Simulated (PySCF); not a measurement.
Computed spin Hamiltonian

C₂H₄N (doublet state).
Z-matrix (Å and degrees, PBE0-D3(BJ)/def2-SVP geometry), rows numbered from 1:
```
C 
N   1  1.2187
C   2  1.4392  1  131.48
H   1  1.1131  2  131.79  3     0.04
H   3  1.1005  2  109.31  1  -122.46
H   3  1.1006  2  109.28  1   120.81
H   3  1.1057  2  113.06  1    -0.80
```

The species is `[H]/[C]=N\C` [radical].

Computed, not measured: PySCF 2.14.0, UKS B3LYP, IGLO-III on C N, pcH-1 on H, non-relativistic, mean-field spin-orbit, GIAO. Geometry: PBE0-D3(BJ)/def2-SVP; no solvent, vibrations or thermal averaging. No stability test was run, so a lower SCF solution isn't excluded.

* g1, g2, g3: 1.99943, 2.00223, 2.00303
* g_iso: 2.00156
* Form of g: rhombic: the two nearest values differ by 22 % of g3 − g1
* ⟨S²⟩: 0.7544 (exact 0.7500)
* α and β electrons: 12, 11

Isotropic coupling and dipolar principal values T1 to T3, in 10⁻⁴ cm⁻¹ (1 × 10⁻⁴ cm⁻¹ = 2.998 MHz):

| atom | isotope | a_iso | T1 | T2 | T3 | Mulliken spin population |
| --- | --- | --- | --- | --- | --- | --- |
| C1 | 13C | 171.8 | -17.1 | -13.5 | 30.6 | 0.69 |
| N2 | 14N | 34.5 | -3.9 | -2.0 | 5.9 | 0.12 |
| C3 | 13C | 38.2 | -2.9 | -2.7 | 5.6 | 0.05 |
| H4 | 1H | 81.4 | -6.1 | -1.9 | 8.1 | 0.12 |
| H5 | 1H | -3.9 | -1.7 | -1.1 | 2.9 | 0.00 |
| H6 | 1H | -4.0 | -1.7 | -1.1 | 2.8 | 0.00 |
| H7 | 1H | 5.0 | -2.0 | -0.2 | 2.2 | 0.03 |

The largest Mulliken spin populations are on C1 (+0.69), H4 (+0.12) and N2 (+0.12). No atom but C1 exceeds +0.15.

Axes: g1 points within 5° of the C1–N2 bond.

Under fast tumbling the dipolar parts average out, and these isotropic splittings remain: 1 × 1H (H4, I = 1/2, 2 lines) with 8.71 mT, 1 × 14N (N2, I = 1, 3 lines) with 3.69 mT and 3 × 1H (H5/H6/H7, I = 1/2, 4 lines) with 0.11 mT.

Class means assume fast exchange of nuclei equivalent by connectivity; if that motion is slow, each nucleus keeps its own coupling. The three 1H nuclei of mean -2.9 MHz run from -11.9 to 15.0 MHz in the frozen geometry.

The 13C coupling of C1 (515.0 MHz) shows only in satellite lines or after enrichment, since that isotope makes up about 1.07 % of natural carbon.
